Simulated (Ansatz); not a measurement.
A made-up structure of Al$_{2}$H$_{3}$S, doublet:

Al1  (-0.911, 0.749, -1.238)
Al2  (0.109, -0.065, 0.968)
S3  (1.766, -1.481, 1.253)
H4  (-2.248, 0.065, -1.762)
H5  (-0.460, 2.161, -1.816)
H6  (-1.303, 0.334, 0.170)
(Å)

It is relaxed with PBE-D4/def2-SVP and then PBE0-D4/def2-TZVP (Ansatz 0.2.0). Atoms count as bonded within 1.22 times the sum of their covalent radii (H–H: 0.88 Å). The end point is not checked to be a true minimum.

(1) Does its bonding change? (Judge from chemistry; the calculation decides.)

## Answers

(1) The calculation gives: No: no bond forms or breaks.

Where it ends: The first stage lowers the energy by 1.60 eV in 9 steps. It ends as Al₂H₃S ([S][Al]1[H][AlH2]1):
```json
{"atom": "Al1", "x (Å)": "-1.1421", "y (Å)": "0.8459", "z (Å)": "-1.2897"}
{"atom": "Al2", "x (Å)": "0.4641", "y (Å)": "-0.4536", "z (Å)": "0.2767"}
{"atom": "S3", "x (Å)": "1.5236", "y (Å)": "-1.3822", "z (Å)": "1.7236"}
{"atom": "H4", "x (Å)": "-2.2260", "y (Å)": "-0.0942", "z (Å)": "-1.9331"}
{"atom": "H5", "x (Å)": "-0.6246", "y (Å)": "2.2935", "z (Å)": "-1.6197"}
{"atom": "H6", "x (Å)": "-1.0424", "y (Å)": "0.5531", "z (Å)": "0.4161"}
```

Labels in which every atom is bracketed show which atoms are joined, not bond orders.

For scale, one of the runs: PBE0-D4/def2-TZVP relaxation, 129 basis functions, launched by `ansatz run in.yaml --threads 2 --pin off --events-out ev --progress --plain --max-ram 4352MiB`. Hardware: 2 CPU threads of an Arm Neoverse V2, shared host. Wall time about 18 s.
